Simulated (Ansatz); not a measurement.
C2H7N, SMILES C(N)C.

Coordinates come from a B3LYP-D3(BJ)/def2-TZVP optimisation. The values are those of a single conformer.

Two levels are set side by side: PBE/def2-SVPD (Ansatz, a program for electronic structure) and PBE0/def2-SVPD (Ansatz). Energy differences of separate SCF runs at the same geometry; the states with an electron removed or added have multiplicity 2 and 2. Differences are taken from unrounded values.

```csv
quantity,PBE0
vertical ionisation energy (eV),9.37
vertical singlet–triplet gap (eV),6.05
```

Problem. What does PBE give, and how far is it from PBE0? (An estimate is asked for; the answer gives what the named calculation found.)

Solution. 
```
quantity                            PBE  PBE minus PBE0
---------------------------------  ----  --------------
vertical ionisation energy (eV)    9.27           -0.10
vertical singlet–triplet gap (eV)  5.86           -0.19
```
